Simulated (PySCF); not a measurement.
Species: phosphorus trifluoride, PF3.
SMILES: `FP(F)F`

The closed-shell ground state was solved at several levels (PySCF, density fitting, gas phase, non-relativistic). Isolated species at its GFN2-xTB geometry, gas phase.

| level | basis functions | HOMO (eV) | LUMO (eV) | gap (eV) | dipole (D) |
| --- | --- | --- | --- | --- | --- |
| PBE0/pcSseg-1 | 75 | -9.72 | -0.54 | 9.18 | 1.78 |
| CAM-B3LYP/def2-SVPD | 93 | -11.34 | 0.21 | 11.55 | 1.77 |

Problem. What might PBE0/def2-SVPD (93 basis functions) give for the same quantities?

Solution. HOMO -9.87 eV, LUMO -0.87 eV, gap 9.00 eV, dipole 1.66 D.

Problem. Over all these levels, which gives the widest orbital gap and which the narrowest?

Solution. CAM-B3LYP/def2-SVPD (range-separated hybrid) has the widest, 11.55 eV, and PBE0/def2-SVPD (global hybrid, 25 % exact exchange) the narrowest, 9.00 eV. The two share the basis. From the narrowest to the widest the HOMO moves by -1.47 eV and the LUMO by +1.08 eV.

Problem. How far do the dipole and the HOMO energy spread over the levels?

Solution. The dipole runs from 1.66 to 1.78 D (mean 1.73 D) and the HOMO from -11.34 to -9.72 eV.
